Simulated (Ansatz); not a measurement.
C₃H₄FN, SMILES `FC1=CCN1`, relaxed with RKS PBE0-D4/def2-TZVP in the Gaussian-basis code of Ansatz from a PBE-D4/def2-SVP geometry. The force threshold is 0.005 eV/Å; the program also tests the step.

Total charge 0; spin multiplicity 1.

Start:

```xyz
9

F    -2.179   -0.247   -0.880
C    -0.967   -0.038   -0.383
C    -0.359    0.920    0.360
C     0.895    0.065    0.257
N     0.132   -0.874   -0.647
H    -0.582    1.937    0.693
H     1.230   -0.426    1.195
H     1.767    0.516   -0.263
H     0.063   -1.854   -0.332
```

```csv
step,energy (eV),largest force (eV/Å),largest move (Å)
1,-7376.0292,0.610,0.000
2,-7376.0735,0.212,0.028
3,-7376.0776,0.061,0.012
4,-7376.0780,0.035,0.011
5,-7376.0781,0.012,0.003
6,-7376.0781,0.026,0.001
7,-7376.0781,0.008,0.001
8,-7376.0781,0.002,0.001
```

End:

```xyz
9

F    -2.153   -0.236   -0.875
C    -0.952   -0.031   -0.384
C    -0.355    0.909    0.348
C     0.895    0.065    0.253
N     0.133   -0.871   -0.642
H    -0.588    1.899    0.699
H     1.218   -0.414    1.180
H     1.747    0.507   -0.267
H     0.055   -1.828   -0.312
```

Hardware: 4 threads of a server CPU on a shared host. Wall time 30 s, peak host memory 0.38 GiB.
